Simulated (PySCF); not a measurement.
TDDFT beside published excitation energies

Published values to compare with (the computed states carry no symmetry labels, so the two lists aren't matched line by line):

```
    state  E (eV)  f   kind of transition  source
3Bu(π→π*)    3.58     vertical absorption     [1]
3Ag(π→π*)    4.87     vertical absorption     [1]
 1Au(Ryd)    5.43     vertical absorption     [1]
1Bu(π→π*)    5.46     vertical absorption     [1]
 1Bg(Ryd)    5.86     vertical absorption     [1]
 1Bg(Ryd)    5.99     vertical absorption     [1]
1Ag(π→π*)    6.04     vertical absorption     [1]
```

[1] computed, CC3/aug-cc-pVTZ, gas; Loos, Jacquemin, bicyclic systems (2021), arXiv:2109.13894

Compound: C6H4O2.
Z-matrix (Å and degrees, PBE0-D3(BJ)/def2-TZVP geometry), rows numbered from 1:
```
C 
C   1  1.3629
C   2  1.4168  1  103.32
O   3  1.3469  2  141.24  1   179.98
C   4  1.3686  3  105.05  2   180.00
C   5  1.3630  4  112.87  3    -0.06
C   3  1.3599  2  108.18  1    -0.08
O   7  1.3474  3  110.55  2     0.14
H   1  1.0770  2  131.74  3   179.96
H   2  1.0773  1  126.25  3   179.84
H   5  1.0769  4  115.34  3   179.95
H   6  1.0773  5  126.22  4  -179.98
```

Computed, not measured: TDDFT CAM-B3LYP/aug-cc-pVTZ, vertical, gas phase, core orbitals frozen in the response (PySCF). Isolated species at its PBE0-D3(BJ)/def2-TZVP geometry, gas phase.

Computed singlets: 5.30 eV (f 0.374); 5.39 eV (f 0.018); 5.74 eV (f 0.000); 5.97 eV (f 0.000); 6.18 eV (f 0.007); 6.40 eV (f 0.000); 6.44 eV (f 0.000); 6.50 eV (f 0.000); 6.56 eV (f 0.046); 6.84 eV (f 0.000). Computed triplets (Tamm–Dancoff): 3.44, 4.75, 5.27, 5.36 eV.

Question: How does the lowest computed singlet compare with the best estimate listed for the lowest singlet (vertical absorption)?

Answer: 5.30 eV against 5.43 eV for 1Au(Ryd) [1]: a difference of -0.13 eV. Geometry and basis of the two calculations needn't be the same.

Question: How does the lowest computed triplet compare with the best estimate listed for the lowest triplet (vertical absorption)?

Answer: 3.44 eV against 3.58 eV for 3Bu(π→π*) [1]: a difference of -0.14 eV. Geometry and basis of the two calculations needn't be the same.
